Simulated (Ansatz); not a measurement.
# SiH3O− (SMILES [O-][SiH3]) at 6 levels

We compute a comparison of 6 runs (SVWN5/STO-3G, UPBE/STO-3G, RPA@PBE/STO-3G, MP2/STO-3G, CCSDT(Q)/STO-3G, CCSD(T)/STO-3G) of SiH3O−. 

Program for the calculation: Ansatz 0.2.0.

5 further runs of the same task are left out: 5 that didn't finish.

### 1 The system as given

SiH3O−: 5 atoms, total charge -1, spin state singlet. SMILES: `[O-][SiH3]`. The H4–Si2 distance was set to 3.032 Å, away from the relaxed value. At this shape a bond of the SMILES string is far longer than usual.

Bond lengths: O1–Si2 1.535 Å, Si2–H3 1.516 Å, Si2–H5 1.516 Å. Angles: O1–Si2–H3 116.1°, O1–Si2–H5 116.1°, H3–Si2–H5 102.1°.

### 2 The energy at SVWN5/STO-3G (run 1)

run.yaml

```yaml
crystal:
  periodic: [false, false, false]
  atoms:
    - {symbol: O, position_ang: [-2.224713, 1.461620, 0.178471]}
    - {symbol: Si, position_ang: [-0.863243, 1.205830, -0.481829]}
    - {symbol: H, position_ang: [-0.884983, 0.942810, -1.974229]}
    - {symbol: H, position_ang: [0.697830, -1.174610, 0.561420]}
    - {symbol: H, position_ang: [0.152937, 2.325270, -0.370349]}
basis:
  gaussian: {orbitals: STO-3G}
accuracy: high
hamiltonian: {xc: {name: SVWN5}}
total_charge: -1
```

Command:

```console
$ ansatz run run.yaml --threads 1 --pin off --max-ram 2610MiB --events-out events.jsonl --progress --plain --runs-dir runs
```

The log of the run:

```text
Warning: RAYON_NUM_THREADS=1 ignored (pool sized by the plan → 1); use --threads N
Functional definition: SVWN5
  name "SVWN5"
  exchange = slater_x
  correlation = vwn5_c
289 factors; integrals over basis functions are off by at most 2.9e-8 eV
mean field evaluation 1: about -9788.7912 eV, gradient 3.1e1 eV
mean field evaluation 2: about -9764.9464 eV, gradient 4.9e1 eV
mean field evaluation 4: about -9794.5857 eV, gradient 1.5e1 eV
mean field evaluation 8: about -9795.0628 eV, gradient 1.2e1 eV
mean field evaluation 16: about -9795.7988 eV, gradient 2.4e-5 eV
mean field -9795.79883741 eV, -359.9889674441 hartree, gradient 6.4e-8 eV, S^2 0.000000; 0 other end points of the search recorded, 0 dependent functions left out
reference -9795.79883914 eV, -359.9889675076 hartree; 13, 13 occupied and 4, 4 virtual orbitals, 289 factors
Total energy: -9795.79883914 eV, -359.9889675076 hartree
```

It took 0.64 s on 1 thread of Arm Neoverse V1, shared host.

### 3 The energy at UPBE/STO-3G (run 2)

job.yaml

```yaml
crystal:
  periodic: [false, false, false]
  atoms:
    - symbol: O
      position_ang: [-2.224713, 1.461620, 0.178471]
    - symbol: Si
      position_ang: [-0.863243, 1.205830, -0.481829]
    - symbol: H
      position_ang: [-0.884983, 0.942810, -1.974229]
    - symbol: H
      position_ang: [0.697830, -1.174610, 0.561420]
    - symbol: H
      position_ang: [0.152937, 2.325270, -0.370349]
basis:
  gaussian: {orbitals: STO-3G}
hamiltonian: {xc: pbe}
total_charge: -1
accuracy: high
magnetization: {spin_polarized: true}
```

Command:

```console
$ ansatz run job.yaml --threads 1 --pin off --max-ram 2610MiB --events-out events.jsonl --progress --plain --runs-dir runs
```

The log of the run:

```text
Warning: RAYON_NUM_THREADS=1 ignored (pool sized by the plan → 1); use --threads N
Functional definition: PBE
  name "PBE"
  parameter kappa = 0.804
  parameter beta = 0.06672455060314922
  exchange = pbe_x(kappa = kappa, mu = beta*pi^2/3)
  correlation = pbe_c(beta = beta)
289 factors; integrals over basis functions are off by at most 2.9e-8 eV
mean field evaluation 1: about -9830.8949 eV, gradient 2.2e1 eV
mean field evaluation 2: about -9806.4683 eV, gradient 3.4e1 eV
mean field evaluation 4: about -9836.6350 eV, gradient 9.9e0 eV
mean field evaluation 8: about -9837.1437 eV, gradient 7.5e0 eV
mean field evaluation 16: about -9837.7232 eV, gradient 2.6e-3 eV
mean field evaluation 32: about -9837.7804 eV, gradient 2.9e-2 eV
mean field -9837.78053762 eV, -361.5317664705 hartree, gradient 2.8e-8 eV, S^2 0.306755; 4 other end points of the search recorded, 0 dependent functions left out
reference -9837.78053943 eV, -361.5317665368 hartree; 13, 13 occupied and 4, 4 virtual orbitals, 289 factors
Total energy: -9837.78053943 eV, -361.5317665368 hartree
```

Run time: 4.8 s. Hardware: 1 thread of Arm Neoverse V1, shared host; peak memory 0.12 GiB.

Runs 3 to 4 aren't shown in full; the table further down has their settings and results.

### 4 The energy at CCSDT(Q)/STO-3G (run 5)

in.yaml

```yaml
crystal:
  periodic: [false, false, false]
  atoms:
    - {symbol: O, position_ang: [-2.224713, 1.461620, 0.178471]}
    - {symbol: Si, position_ang: [-0.863243, 1.205830, -0.481829]}
    - {symbol: H, position_ang: [-0.884983, 0.942810, -1.974229]}
    - {symbol: H, position_ang: [0.697830, -1.174610, 0.561420]}
    - {symbol: H, position_ang: [0.152937, 2.325270, -0.370349]}
basis:
  gaussian: {orbitals: STO-3G}
scf: {omitted_lower_state_checks: [cluster_reference, increment]}
correlation: {method: ccsdt_q, frozen_orbitals: {H: 0, O: 1, Si: 5}}
accuracy: high
total_charge: -1
```

Command:

```console
$ ansatz run in.yaml --threads 1 --pin off --max-ram 2610MiB --events-out events.jsonl --progress --plain --runs-dir runs
```

The log of the run:

```text
Warning: RAYON_NUM_THREADS=1 ignored (pool sized by the plan → 1); use --threads N
[... 11 lines left out ...]
6 core orbitals not correlated: weight in the atoms' cores, before any rotation towards them, 1.000 or more for the frozen orbitals, at most 0.000 for the correlated occupied ones
[... 36 lines left out ...]
WARN: these amplitudes may be one of several solutions (largest doubles amplitude 0.50, level shift 3.24 eV)
Total energy: -9820.61401769 eV, -360.9009084989 hartree
Checks for a lower state left out: cluster_reference, increment
```

Run time: 0.26 s. Hardware: 1 thread of Arm Neoverse V1, shared host.

### 5 A single-point energy at CCSD(T)/STO-3G (run 6)

run.yaml

```yaml
crystal:
  periodic: [false, false, false]
  atoms:
    - symbol: O
      position_ang: [-2.224713, 1.461620, 0.178471]
    - symbol: Si
      position_ang: [-0.863243, 1.205830, -0.481829]
    - symbol: H
      position_ang: [-0.884983, 0.942810, -1.974229]
    - symbol: H
      position_ang: [0.697830, -1.174610, 0.561420]
    - symbol: H
      position_ang: [0.152937, 2.325270, -0.370349]
basis:
  gaussian:
    orbitals: STO-3G
total_charge: -1
correlation:
  method: ccsd_t
  frozen_orbitals: {H: 0, O: 1, Si: 5}
accuracy: high
scf:
  omitted_lower_state_checks: [cluster_reference, increment]
```

Command:

```console
$ ansatz run run.yaml --threads 1 --pin off --max-ram 2610MiB --events-out events.jsonl --progress --plain --runs-dir runs
```

The log of the run:

```text
Warning: RAYON_NUM_THREADS=1 ignored (pool sized by the plan → 1); use --threads N
[... 11 lines left out ...]
6 core orbitals not correlated: weight in the atoms' cores, before any rotation towards them, 1.000 or more for the frozen orbitals, at most 0.000 for the correlated occupied ones
[... 35 lines left out ...]
WARN: these amplitudes may be one of several solutions (largest doubles amplitude 0.42, level shift 3.24 eV)
Total energy: -9820.61275939 eV, -360.9008622571 hartree
Checks for a lower state left out: cluster_reference, increment
```

Wall time 0.14 s (1 thread of Arm Neoverse V1, shared host).

### 6 All runs side by side

```
run            level  frozen core orbitals  energy (Eh)  wall time
  1     SVWN5/STO-3G                     –  -359.988968     0.64 s
  2      UPBE/STO-3G                     –  -361.531767      4.8 s
  3   RPA@PBE/STO-3G                     6  -360.983279      1.4 s
  4       MP2/STO-3G                     6  -360.862516     0.12 s
  5  CCSDT(Q)/STO-3G                     6  -360.900908     0.26 s
  6   CCSD(T)/STO-3G                     6  -360.900862     0.14 s
```

### 7 Summary of results

| quantity | value |
| --- | --- |
| run 6: total energy | -360.90086 Eh |
| run 6: correlation energy (6 core orbitals frozen) | -177.5 mEh |
| run 6: (T) correction | -15.61 mEh |
| run 6: T1 diagnostic | 0.066 |

What this shows: Totals of different functionals can't be ranked against each other. In run 6 the T1 diagnostic is large, so a single reference may not serve. In runs 3, 4, 5, 6 the log says that unrestricted orbitals would lower the reference, so the values rest on an unstable closed-shell determinant (other closed-shell runs at this shape may share the fault). In runs 1, 2, 3, 4, 5, 6 the basis is minimal, so the values are rough. Spin contamination of the reference: run 2 ⟨S²⟩ = 0.31. All runs together took 7.4 s, the longest 4.8 s.
